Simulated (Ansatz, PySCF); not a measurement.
Molecule: triplet methylene, CH₂, net charge 0, triplet state. 
Geometry from a B3LYP-D3(BJ)/def2-TZVP (Ansatz, a first-principles code) optimisation:
```
C
H 1 1.0782
H 1 1.0782 2 135.03
```
Charge 0, spin multiplicity 3.

Quantity: atomisation energy (electronic, to ground-state atoms), in kcal/mol. Correlated levels leave the core frozen unless marked. UHF or UKS for open shells. Spin-orbit coupling is left out. No relativistic terms. The coupled-cluster limit lacks core correlation, which all-electron functionals hold. CBS(X,Y): correlation extrapolated as X^-3; Hartree-Fock from the larger set (for Q and 5 zeta extrapolated as (X+1)exp(-9√X)).

```
level                                program  atomisation energy (kcal/mol)
----------------------------  --------------  -----------------------------
PBE-D3(BJ)/def2-TZVPD         Ansatz + dftd3                          194.6
MN15-D3(BJ)/def2-TZVPD         PySCF + dftd3                          187.2
wB97X-V/def2-TZVPD                    Ansatz                          188.1
B2PLYP/def2-TZVPD                     Ansatz                            [?]
SCS-MP2/def2-SVP                      Ansatz                          182.7
CCSD(T)/CBS(cc-pVQZ,cc-pV5Z)          Ansatz                            [?]
```

### Question
What belongs in the gaps?

### Answer

- B2PLYP/def2-TZVPD, atomisation energy (kcal/mol): 188.8
- CCSD(T)/CBS(cc-pVQZ,cc-pV5Z), atomisation energy (kcal/mol): 189.9
